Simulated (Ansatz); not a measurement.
## K4ReRh: from a trial structure to a relaxed crystal

Computed with DFT PBE, scalar-relativistic, plane waves, PAW in Ansatz. Cutoff 420 eV, Γ-centred k mesh, Gaussian smearing, no spin polarisation in the final step.

K4ReRh was placed on the sites of a reported MgInCu4 cell (F-43m, No. 216), with Re in place of Mg, Rh in place of In, K in place of Cu, at a guessed volume.

```
CELL_PARAMETERS angstrom
0.00000 4.34540 4.34540
4.34540 0.00000 4.34540
4.34540 4.34540 0.00000
ATOMIC_POSITIONS crystal
K 0.37500 0.87500 0.37500
K 0.37500 0.37500 0.87500
K 0.37500 0.37500 0.37500
K 0.87500 0.37500 0.37500
Re 0.00000 0.00000 0.00000
Rh 0.75000 0.75000 0.75000
```

Cell and atoms relax at zero pressure; the relaxation can't lower the symmetry of the start.

The zero of energy is the elements' standard structures at the same level; no fitted shifts are applied.

Task: Which crystal results?

Result: It keeps F-43m (No. 216). Conventional cell: a = 8.843 Å. K has 6 K at 3.11–3.14 Å, 3 Rh at 3.66 Å and 3 Re at 3.67 Å; around Re lie 12 K at 3.67 Å and 4 Rh at 3.83 Å; Rh has 12 K at 3.66 Å and 4 Re at 3.83 Å.

```cif
data_structure
_symmetry_space_group_name_H-M 'F-43m'
_symmetry_Int_Tables_number 216
_cell_length_a 8.8432
_cell_length_b 8.8432
_cell_length_c 8.8432
_cell_angle_alpha 90.000
_cell_angle_beta 90.000
_cell_angle_gamma 90.000
_cell_volume 691.55
loop_
_atom_site_label
_atom_site_type_symbol
_atom_site_symmetry_multiplicity
_atom_site_Wyckoff_symbol
_atom_site_fract_x
_atom_site_fract_y
_atom_site_fract_z
_atom_site_occupancy
K1 K 16 e 0.62454 0.12454 0.87546 1
Re1 Re 4 a 0.00000 0.00000 0.00000 1
Rh1 Rh 4 d 0.25000 0.25000 0.75000 1
```

Task: What are its volume, energy, density and gap?

Result: The volume per atom is 28.81 Å³, the density is 4.28 g/cm³ and the energy over the elements is 1.87 eV/atom. The gap on the 8×8×8 mesh is 0 eV (a metal).

The final run used a 8×8×8 mesh on its 6-atom cell and 0.10 eV smearing. The k mesh leaves about 4 meV/atom of noise in metals. Spin–orbit coupling is left out. A structure relaxed within its symmetry needn't be a true minimum.

Cost: 2 runs of about 0.45 core-minutes in all, on AMD EPYC 9R45 (Zen 5) (shared hosts).